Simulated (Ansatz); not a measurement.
System: hydrazine, N2H4, charge 0, multiplicity 1. SMILES: NN
Coordinates optimised at B3LYP-D3(BJ)/def2-TZVP (Ansatz, an electronic-structure program):
```xyz
6

N     -0.0129     0.7139    -0.0827
N      0.0114    -0.7158    -0.0646
H      0.2269     1.1174     0.8176
H     -0.9512     1.0064    -0.3221
H     -0.2103    -1.0959     0.8505
H      0.9449    -1.0146    -0.3149
```
Charge 0, spin multiplicity 1.

Atomisation energy built up term by term with Ansatz (kcal/mol; UHF references for open shells; valence terms freeze the core; atomic spin-orbit terms are left out). CBS marks a two-point X^-3 extrapolation of the correlation energy; Hartree-Fock from the larger set.

| term | basis | kcal/mol |
|---|---|---|
| Hartree-Fock | def2-QZVPPD | 267.93 |
| CCSD correlation | CBS(def2-TZVPPD,def2-QZVPPD) | 160.92 |
| (T) | CBS(def2-TZVPPD,def2-QZVPPD) | 8.52 |
| CCSDT - CCSD(T) | cc-pVDZ | 0.09 |
| core correlation | cc-pwCVTZ | 1.30 |
| scalar relativity (X2C) | cc-pVTZ-DK against cc-pVTZ | -0.53 |
| sum: De |  | 438.2 |

(T) makes 1.9 % of the CCSD(T) atomisation energy; under 5 % is typical of single-reference molecules.
